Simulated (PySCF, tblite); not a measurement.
**C₆H₉ radical: geometry, infrared bands and EPR parameters**

Aim: predict the infrared bands and EPR parameters of C₆H₉ radical (`C=C=C(C)[CH]C`).

The runs use tblite 0.8.0 and PySCF 2.14.0, with density-fitted response routines of our own; the level of theory stands in each step. All values are computed, except where a source is named. Atoms are numbered from 0 throughout.

## Step 1: The starting structure

15 atoms, charge 0, multiplicity 2; geometry from: force field or distance geometry start.

Bonds of the start (Å): C0–C1 1.33, C1–C2 1.28, C2–C3 1.47, C2–C4 1.48, C4–C5 1.50, C0–H6 1.06, C0–H7 1.06, C3–H8 1.13, C3–H9 1.10, C3–H10 1.10, C4–H11 1.11, C5–H12 1.12, C5–H13 1.12, C5–H14 1.13.

## Step 2: Relaxing the molecule with GFN2-xTB

The job: settings as JSON, then the geometry in Å.

```
{"job": {"kind": "relax", "xc": "GFN2-xTB", "basis": "xTB"}, "charge": 0, "multiplicity": 2}
C      2.040300    -1.268100     0.097300
C      1.075600    -0.377500    -0.109200
C      0.148200     0.492000    -0.286800
C      0.484600     1.905500    -0.067100
C     -1.167300    -0.030300    -0.710000
C     -1.868700    -0.785300     0.380100
H      2.630800    -1.484100    -0.756000
H      2.104600    -1.652900     1.082200
H      1.406700     1.935800     0.591900
H     -0.302800     2.475600     0.437500
H      0.758000     2.428100    -0.998300
H     -1.144500    -0.624500    -1.650300
H     -1.388500    -1.777900     0.571300
H     -2.911700    -1.002200     0.034500
H     -1.869700    -0.226300     1.361100
```

The run is started by

```bash
$ OMP_NUM_THREADS=1 python probes_run.py task.json out
```

One launch serves the whole session: the jobs run in the order shown.

Output:

```text
step      E/eV     max force
  0    -469.74835    3.039
  1    -469.82847    5.851
  2    -469.98601    0.862
  3    -470.01911    0.510
  4    -470.05693    0.367
  5    -470.07630    0.434
  6    -470.10536    0.401
  7    -470.12407    0.392
  8    -470.14424    0.309
  9    -470.16069    0.314
 10    -470.17489    0.346
 11    -470.18813    0.400
 12    -470.20326    0.379
 13    -470.22102    0.297
 14    -470.23981    0.305
 15    -470.25432    0.247
 16    -470.26338    0.202
 17    -470.27015    0.181
 18    -470.27506    0.185
 19    -470.27794    0.127
 20    -470.27958    0.168
 21    -470.28169    0.136
 22    -470.28450    0.198
 23    -470.28770    0.254
 24    -470.29285    0.280
 25    -470.30143    0.315
 26    -470.31383    0.375
 27    -470.32540    0.304
 28    -470.32281    0.762
 29    -470.34045    0.411
 30    -470.34805    0.303
 31    -470.37685    0.478
 32    -470.39312    0.469
 33    -470.42792    0.453
 34    -470.46772    0.607
 35    -470.50416    0.671
 36    -470.44996    2.464
 37    -470.55878    0.515
 38    -470.57870    0.453
 39    -470.62140    0.325
 40    -470.65912    0.491
 41    -470.69554    0.462
 42    -470.72821    0.507
 43    -470.76721    0.435
 44    -470.80146    0.439
 45    -470.83350    0.349
 46    -470.85530    0.395
 47    -470.88264    0.339
 48    -470.90427    0.418
 49    -470.92746    0.366
 50    -470.94310    0.322
 51    -470.95778    0.305
 52    -470.97075    0.292
 53    -470.98344    0.287
 54    -470.99097    0.244
 55    -470.99925    0.218
 56    -471.00796    0.254
 57    -471.01712    0.221
 58    -471.02445    0.203
 59    -471.02941    0.186
 60    -471.03274    0.174
 61    -471.03583    0.155
 62    -471.03824    0.123
 63    -471.03984    0.078
 64    -471.04081    0.063
 65    -471.04141    0.067
 66    -471.04243    0.088
 67    -471.04352    0.073
 68    -471.04452    0.068
 69    -471.04526    0.065
 70    -471.04598    0.066
 71    -471.04677    0.072
 72    -471.04759    0.093
 73    -471.04829    0.088
 74    -471.04898    0.068
 75    -471.04985    0.071
 76    -471.05083    0.063
 77    -471.05153    0.056
 78    -471.05184    0.047
 79    -471.05204    0.039
 80    -471.05228    0.040
 81    -471.05258    0.048
 82    -471.05288    0.047
 83    -471.05314    0.045
 84    -471.05346    0.045
 85    -471.05398    0.053
 86    -471.05468    0.058
 87    -471.05521    0.054
 88    -471.05544    0.039
 89    -471.05554    0.026
 90    -471.05563    0.020
 91    -471.05571    0.017
 92    -471.05577    0.015
 93    -471.05579    0.015
 94    -471.05580    0.013
 95    -471.05582    0.012
 96    -471.05585    0.010
 97    -471.05588    0.010
 98    -471.05590    0.013
 99    -471.05593    0.012
100    -471.05597    0.014
101    -471.05603    0.021
102    -471.05611    0.027
103    -471.05621    0.026
104    -471.05630    0.023
105    -471.05636    0.020
106    -471.05640    0.024
107    -471.05643    0.014
108    -471.05645    0.013
109    -471.05648    0.010
110    -471.05650    0.011
111    -471.05652    0.014
112    -471.05656    0.017
113    -471.05664    0.026
114    -471.05681    0.037
115    -471.05707    0.043
116    -471.05733    0.035
117    -471.05747    0.041
118    -471.05742    0.049
119    -471.05762    0.024
120    -471.05768    0.020
121    -471.05780    0.024
122    -471.05785    0.014
123    -471.05788    0.014
124    -471.05789    0.012
125    -471.05792    0.010
```

It took 0.65 s on 1 thread of Arm Neoverse V1, shared host; peak memory 0.18 GiB.

Along the way: (not every step is listed)

| step | energy from step 0 (eV) | largest force (eV/Å) |
| --- | --- | --- |
| 0 | 0.0000 | 3.0393 |
| 1 | -0.0801 | 5.8509 |
| 2 | -0.2377 | 0.8617 |
| 3 | -0.2708 | 0.5100 |
| 4 | -0.3086 | 0.3669 |
| 5 | -0.3279 | 0.4344 |
| 6 | -0.3570 | 0.4014 |
| 7 | -0.3757 | 0.3918 |
| 8 | -0.3959 | 0.3095 |
| 19 | -0.5296 | 0.1266 |
| 30 | -0.5997 | 0.3026 |
| 41 | -0.9472 | 0.4619 |
| 52 | -1.2224 | 0.2917 |
| 63 | -1.2915 | 0.0780 |
| 74 | -1.3006 | 0.0676 |
| 85 | -1.3056 | 0.0530 |
| 96 | -1.3075 | 0.0105 |
| 107 | -1.3081 | 0.0145 |
| 118 | -1.3091 | 0.0489 |
| 120 | -1.3093 | 0.0195 |
| 121 | -1.3094 | 0.0244 |
| 122 | -1.3095 | 0.0141 |
| 123 | -1.3095 | 0.0145 |
| 124 | -1.3095 | 0.0122 |
| 125 | -1.3096 | 0.0097 |

Close pairs (by a distance rule), those that changed most:

| bond | before (Å) | after (Å) | change (Å) |
| --- | --- | --- | --- |
| C2–C4 | 1.477 | 1.385 | -0.092 |
| C1–C2 | 1.284 | 1.346 | +0.063 |
| C3–H8 | 1.134 | 1.087 | -0.047 |
| C2–C3 | 1.469 | 1.512 | +0.043 |
| C0–C1 | 1.329 | 1.289 | -0.040 |
| C5–H14 | 1.129 | 1.092 | -0.037 |
| C4–H11 | 1.113 | 1.080 | -0.033 |
| C5–H12 | 1.119 | 1.087 | -0.032 |

The next job starts from the end point, and lists it.

## Step 3: Infrared spectrum with GFN2-xTB

The job: settings as JSON, then the geometry in Å.

```
{"job": {"kind": "ir", "xc": "GFN2-xTB", "basis": "xTB"}, "charge": 0, "multiplicity": 2}
C      1.993989    -1.308450     0.370586
C      1.076625    -0.433694     0.133978
C      0.143701     0.505796    -0.110348
C      0.625058     1.904253    -0.426920
C     -1.217568     0.252050    -0.094163
C     -1.817094    -1.076224     0.190373
H      2.438304    -1.913614    -0.411136
H      2.376280    -1.499414     1.366968
H      1.702247     1.977652    -0.301569
H      0.143304     2.625407     0.230613
H      0.375584     2.160140    -1.455677
H     -1.896879     1.064850    -0.302854
H     -1.044048    -1.814541     0.388615
H     -2.420598    -1.415067    -0.654723
H     -2.483319    -1.021155     1.054346
```

Output:

```text
mode    cm-1     km/mol
  1      51.7      0.19
  2      86.9      0.93
  3     132.8      0.07
  4     163.4      0.15
  5     180.2      3.80
  6     254.5      1.14
  7     420.0      0.00
  8     435.9      0.07
  9     467.0      0.46
 10     583.3      0.32
 11     667.5      9.68
 12     786.2      3.31
 13     857.3     28.30
 14     945.7      1.29
 15     963.3      6.16
 16    1005.2      1.26
 17    1032.6      8.56
 18    1039.5     19.75
 19    1133.9     14.18
 20    1202.2      6.95
 21    1294.5      7.30
 22    1394.9      0.71
 23    1396.5      4.66
 24    1412.2      6.63
 25    1443.0     15.10
 26    1470.1      3.61
 27    1485.0      3.57
 28    1486.9      3.21
 29    1499.5      0.61
 30    1958.2     72.97
 31    2949.4     31.46
 32    2975.4     29.88
 33    2975.6     45.06
 34    2997.2     49.85
 35    3012.2     32.85
 36    3024.7     27.76
 37    3042.3     13.19
 38    3047.5     21.85
 39    3083.7     49.50
```

It took 0.36 s on 1 thread of Arm Neoverse V1, shared host; peak memory 0.18 GiB.

Which atoms move in the most intense modes:

| cm⁻¹ | km/mol | atoms |
| --- | --- | --- |
| 857 | 28.3 | H7 39 %, H6 39 %, C0 21 % |
| 1958 | 73.0 | C1 66 %, C0 25 % |
| 2949 | 31.5 | H14 46 %, H13 46 % |
| 2975 | 29.9 | H7 47 %, H6 32 % |
| 2976 | 45.1 | H14 42 %, H13 41 % |
| 2997 | 49.9 | H6 55 %, H7 41 % |
| 3012 | 32.9 | H10 78 %, H9 13 % |
| 3084 | 49.5 | H11 90 % |

## Step 4: g tensor and hyperfine couplings: B3LYP/pcH-1

Settings changed since step 3:

```diff
@@ -1,2 +1,2 @@
-{"job": {"kind": "ir", "xc": "GFN2-xTB", "basis": "xTB"}, "charge": 0, "multiplicity": 2}
+{"job": {"kind": "epr", "basis": "pcH-1"}, "charge": 0, "multiplicity": 2}
 C      1.993989    -1.308450     0.370586
```

Method: UKS B3LYP, pcH-1 on C H, non-relativistic, mean-field spin-orbit, GIAO.

Output:

```text
UKS, coarse grid
  cycle   1  E = -233.92871671  |g| = 3.12e-01
  cycle   2  E = -233.92583993  |g| = 3.30e-01
  cycle   3  E = -233.98367561  |g| = 3.06e-02
  cycle   4  E = -233.98382220  |g| = 3.23e-02
  cycle   5  E = -233.98445153  |g| = 5.93e-03
  cycle   6  E = -233.98450074  |g| = 3.48e-03
  cycle   7  E = -233.98451397  |g| = 1.70e-03
  cycle   8  E = -233.98451689  |g| = 8.09e-04
UKS, final grid
  cycle   1  E = -233.98448712  |g| = 1.39e-03
  cycle   2  E = -233.98448458  |g| = 2.69e-03
  cycle   3  E = -233.98448827  |g| = 1.59e-04
  cycle   4  E = -233.98448831  |g| = 1.12e-04
  cycle   5  E = -233.98448836  |g| = 3.82e-05
  cycle   6  E = -233.98448836  |g| = 8.26e-06
E = -233.98448836 Eh   <S^2> = 0.7750 (exact 0.7500)
g shifts (ppm)      1          2          3
  rmc          -140       -140       -140
  gc             -1         32         33
  oz_so         -11          9        594
  total        -152        -99        486
hyperfine (MHz)  atom isotope    a_iso     a_fc   dipolar eigenvalues
    0   13C     -38.54     -38.54     -9.02      2.03      6.99
    1   13C      48.80      48.80    -50.48    -38.22     88.69
    2   13C     -50.59     -50.59    -27.58     10.99     16.59
    3   13C       7.43       7.43     -1.03     -0.21      1.24
    4   13C      62.87      62.87    -56.58    -54.65    111.23
    5   13C     -22.21     -22.21     -1.37      0.63      0.74
    6    1H     106.94     106.94     -2.95     -2.23      5.18
    7    1H     107.27     107.27     -2.95     -2.21      5.16
    8    1H      -2.26      -2.26     -2.26     -1.56      3.81
    9    1H     -12.78     -12.78     -2.21     -1.29      3.50
   10    1H     -16.16     -16.16     -2.26     -0.96      3.23
   11    1H     -44.55     -44.55    -27.08     -0.28     27.36
   12    1H       1.92       1.92     -3.75     -1.23      4.98
   13    1H      69.59      69.59     -3.77     -2.58      6.35
   14    1H      68.44      68.44     -3.77     -2.60      6.37
```

It took 45 s on 1 thread of Arm Neoverse V1, shared host; peak memory 0.86 GiB.

Principal g values 2.00217, 2.00222, 2.00281; g(iso) = 2.00240, against 2.00232 for a free electron.

Mean a(iso) over the nuclei that a row names, and the largest dipolar term of the row (other rows stand at the frozen geometry):

| nuclei | isotope | a(iso) (MHz) | a(iso) (G, at g = 2.0023) | largest dipolar term (MHz) |
| --- | --- | --- | --- | --- |
| H6, H7 | 1H | 107.1 | 38.2 | 5.2 |
| C4 | 13C | 62.9 | 22.4 | 111.2 |
| C2 | 13C | -50.6 | -18.1 | -27.6 |
| C1 | 13C | 48.8 | 17.4 | 88.7 |
| H12, H13, H14 | 1H | 46.7 | 16.6 | 6.4 |
| H11 | 1H | -44.6 | -15.9 | 27.4 |
| C0 | 13C | -38.5 | -13.8 | -9.0 |
| C5 | 13C | -22.2 | -7.9 | -1.4 |
| H8, H9, H10 | 1H | -10.4 | -3.7 | 3.8 |
| C3 | 13C | 7.4 | 2.7 | 1.2 |

Mulliken spin populations:

C0 -0.11; C1 0.57; C2 -0.25; C3 0.01; C4 0.72; C5 -0.06; H6 0.05; H7 0.05; H8 0.00; H9 0.00; H10 -0.01; H11 -0.03; H12 0.00; H13 0.03; H14 0.03

In first order the couplings over 0.8 MHz of 1H give 96 distinct lines over 153.4 G, if the averaged nuclei exchange fast; the same motion can average rows kept apart here too.

Orbitals, density, ELF and potential are computed afterwards from the orbital file.

ELF in a plane through or near 9 of the atoms.

Ten even steps from '0' (0.00) to '9' (1.00):
```
0000000000000000000000000000
0000000000000000000000000000
0000000000000000000000000000
0000000000000000000000000000
0000000001332100166300000000
0000001123565201799920000000
0000179986225206999930000000
0000399999158535898600000000
0000289998698384135200000000
0000000210251476368644200000
0000000024568831373846410000
0000013678665520387543200000
0000024678977731799941000000
0000012452758730499940000000
0000001256466630058610000000
0000000134544420001000000000
0000000000111100000000000000
0000000000000000000000000000
0000000000000000000000000000
0000000000000000000000000000
```
The map spans 10.7 Å across and 10.2 Å up, centred on the molecule. Atoms in the plane (x, y in Å): C0 (-1.4, -2.0), C1 (-0.9, -0.8), C2 (-0.3, 0.4), C3 (-1.3, 1.6), C4 (1.1, 0.7), C5 (2.1, -0.4), H8 (-2.3, 1.3), H11 (1.4, 1.7), H12 (1.6, -1.4).

log10 of the density (e/Å³) in the same plane.

Ten even steps from '0' (-4.0) to '9' (1.9):
```
0000000000000000000000000000
0000000000000000000000000000
0000000011221110000000000000
0000001223333221111100000000
0000122344554433333221000000
0000123455665444444431100000
0001234566776545666532100000
0001245677776666676543221000
0001244566677777876544322100
0000133445567977776665432100
0000123445677665668976543110
0000133456798654567765532100
0000233466777654567654432100
0000234567976544455543321000
0000133566765543334332110000
0000123455655432222211000000
0000012334443321100000000000
0000001122222110000000000000
0000000011111000000000000000
0000000000000000000000000000
```
The map spans 10.7 Å across and 10.2 Å up, centred on the molecule. Atoms in the plane (x, y in Å): C0 (-1.4, -2.0), C1 (-0.9, -0.8), C2 (-0.3, 0.4), C3 (-1.3, 1.6), C4 (1.1, 0.7), C5 (2.1, -0.4), H8 (-2.3, 1.3), H11 (1.4, 1.7), H12 (1.6, -1.4).

On the surface of density 0.002 e/bohr³ the electrostatic potential runs, from the 1st to the 99th percentile, from -0.58 V near C0 to 0.72 V near H7.

The spin density lies nearest to C1, C4 about 33 % each; C2 9 % (beta excess).

## Step 5: Results

```
                                                                  quantity                    value
                                 strongest single infrared mode (GFN2-xTB)     1958 cm⁻¹, 73 km/mol
                                              zero-point energy (GFN2-xTB)            77.7 kcal/mol
                                                            g(iso) (B3LYP)                  2.00240
                                                                      ⟨S²⟩       0.775 (exact 0.75)
                                        largest a(iso) (averaged by class)  1H on H6, H7, 107.1 MHz
potential on the surface of density 0.002 e/bohr³, 1st and 99th percentile       -0.58 V and 0.72 V
```

What this shows: Over 125 steps the energy fell by 1.310 eV; of the close pairs, C2–C4 changed most, 1.477 to 1.385 Å. No mode is imaginary among the 39: a minimum at this level. The strongest single mode, at 1958 cm⁻¹, moves mainly C1. GFN2-xTB is a fitted tight-binding method: band positions and strengths are rough. Its intensities can rank the bands wrongly. The largest spin populations lie on C4 (0.72 e), C1 (0.57 e). The isotropic g lies 0.1 ppt above the free-electron value. These values are for one conformer; the search (at its own cheap level) found 1 more, at 0.47 kcal/mol, and measured spectra average over such forms.
